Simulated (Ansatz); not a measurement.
Reaction (SMILES): C#C (C2H2) → C2H2+ (doublet, bonded as C#C) + e-
B3LYP-D3(BJ)/def2-TZVP geometries, fixed; electronic energies without zero-point terms.

Basis-set convergence of the adiabatic ionisation energy at CCSD(T) with Ansatz (an electronic-structure program). Cartesian d functions, on some or all atoms, in 6-31G*, 6-31+G*; all else is spherical. Cores are frozen. Open shells are unrestricted. No added dispersion term, no relativity. Functions are those of the species that has most. Reference: Hartree-Fock in cc-pVQZ plus the correlation part extrapolated as X^-3 from cc-pVTZ and cc-pVQZ, 11.407 eV, itself unsure by roughly 0.019 eV (a third of the extrapolation step and of the last Hartree-Fock step). Deviations are taken from unrounded values.

| basis | functions | adiabatic ionisation energy (eV) |
|---|---|---|
| 6-31G* | 34 | 10.799 |
| 6-31+G* | 42 | 10.934 |
| cc-pVDZ | 38 | 10.981 |
| aug-cc-pVDZ | 64 | 11.107 |
| def2-SVP | 38 | 11.063 |
| def2-SVPD | 56 | 11.166 |
| pcseg-1 | 38 | 11.098 |
| aug-pcseg-1 | 64 | 11.141 |
| 6-311G** | 48 | 11.095 |
| 6-311+G** | 56 | 11.119 |
| def2-TZVP | 74 | 11.266 |
| def2-TZVPD | 92 | 11.281 |
| cc-pVTZ | 88 | 11.278 |
| aug-cc-pVTZ | 138 | 11.317 |
| pcseg-2 | 88 | 11.266 |
| aug-pcseg-2 | 138 | 11.303 |
| def2-TZVPP | 90 | 11.286 |
| def2-TZVPPD | 108 | 11.294 |
| def2-QZVPP | 174 | 11.356 |
| def2-QZVPPD | 192 | 11.358 |

What the diffuse functions change, pair by pair:
- 6-31G* to 6-31+G*: 8 more functions, deviation -0.609 to -0.473 eV
- cc-pVDZ to aug-cc-pVDZ: 26 more functions, deviation -0.426 to -0.300 eV
- def2-SVP to def2-SVPD: 18 more functions, deviation -0.344 to -0.241 eV
- pcseg-1 to aug-pcseg-1: 26 more functions, deviation -0.309 to -0.266 eV
- 6-311G** to 6-311+G**: 8 more functions, deviation -0.312 to -0.288 eV
- def2-TZVP to def2-TZVPD: 18 more functions, deviation -0.141 to -0.126 eV
- cc-pVTZ to aug-cc-pVTZ: 50 more functions, deviation -0.129 to -0.090 eV
- pcseg-2 to aug-pcseg-2: 50 more functions, deviation -0.141 to -0.104 eV
- def2-TZVPP to def2-TZVPPD: 18 more functions, deviation -0.121 to -0.113 eV
- def2-QZVPP to def2-QZVPPD: 18 more functions, deviation -0.051 to -0.049 eV

They bring the value nearer the reference by more than 0.019 eV in 7 of 10 pairs.
